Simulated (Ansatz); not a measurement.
```yaml
crystal:
  periodic: [false, false, false]
  atoms:
    - {symbol: C, position_ang: [0.218197, 0.895211, -0.902799]}
    - {symbol: O, position_ang: [0.065396, -0.515332, -0.809160]}
    - {symbol: C, position_ang: [-0.143453, -0.992629, 0.415714]}
    - {symbol: N, position_ang: [-0.206181, -0.264319, 1.442781]}
    - {symbol: H, position_ang: [0.377702, 1.106673, -1.958026]}
    - {symbol: H, position_ang: [-0.676353, 1.403419, -0.538340]}
    - {symbol: H, position_ang: [0.053736, -1.779780, 0.422694]}
    - {symbol: H, position_ang: [-0.246264, -2.079780, 0.372694]}
    - {symbol: H, position_ang: [-0.371396, -0.828939, 2.269148]}
basis:
  gaussian: {orbitals: def2-mTZVP, nuclear_model: gaussian}
hamiltonian: {xc: {name: B97M-V}}
```

```sh
$ ansatz run in.yaml --threads 2 --pin off --events-out ev --progress --plain --max-ram 4352MiB
```

Output, abridged:

```
Functional definition: B97M-V
878 factors; their error is unknown
mean field evaluation 1: about -5668.2623 eV, gradient 6.0e1 eV
mean field evaluation 2: about -5623.4649 eV, gradient 1.2e2 eV
mean field evaluation 4: about -5671.2222 eV, gradient 4.0e1 eV
mean field evaluation 8: about -5676.5083 eV, gradient 6.7e-1 eV
mean field evaluation 16: about -5676.4776 eV, gradient 3.5e-3 eV
mean field -5676.47762457 eV, -208.6067050484 hartree, gradient 2.8e-5 eV, S^2 0.000000; 0 other end points of the search recorded, 0 dependent functions left out
reference -5676.47767592 eV, -208.6067069354 hartree; 16, 16 occupied and 80, 80 virtual orbitals, 878 factors
Total energy: -5676.47767592 eV, -208.6067069354 hartree
```

(1) Something in this input is off. What?

## Answers

(1) One atom was put on top of another. Self-consistency was reached. The result belongs to that input, not to the molecule as meant.
